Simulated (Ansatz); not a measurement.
## Exact exchange and the HOMO–LUMO gap of C2H3F3 (1,1,1-trifluoroethane)

The species is C2H3F3 (8 atoms), meant as a singlet with charge 0. SMILES: `CC(F)(F)F`. Geometry: relaxed at PBE0-D4/def2-TZVP.

The HOMO–LUMO gap y, in eV, basis cc-pVDZ; a is the functional's share of exact exchange. Programs: Ansatz 0.2.0.

```
functional  program     a  y (eV)
    revPBE   Ansatz     0   10.05
      BLYP   Ansatz     0    9.87
     B3LYP   Ansatz   0.2   12.12
      PBE0   Ansatz  0.25   12.83
   r2SCAN0   Ansatz  0.25       ?
     BHLYP   Ansatz   0.5   15.27
```

**Question.** Fit y = c + s·a to the known rows and predict r2SCAN0.

**Answer.** 
1. Means of the 5 rows: a = 0.1900, y = 12.028.
2. Σ(Δa)² = 0.172, Σ(Δa·Δy) = 1.8399, so the slope is 1.8399/0.172 = 10.697.
3. Intercept: 12.028 − (10.697) × 0.1900 = 9.996. The largest residual of the fit is 0.16.
4. r2SCAN0: 9.996 + (10.697) × 0.25 = 12.67 eV.

The run gave 13.71 eV, so the prediction is off by -1.04 eV, more than the largest residual. Exact exchange lowers occupied levels and raises empty ones. The rows mix families of semi-local functionals, which the line can't see.
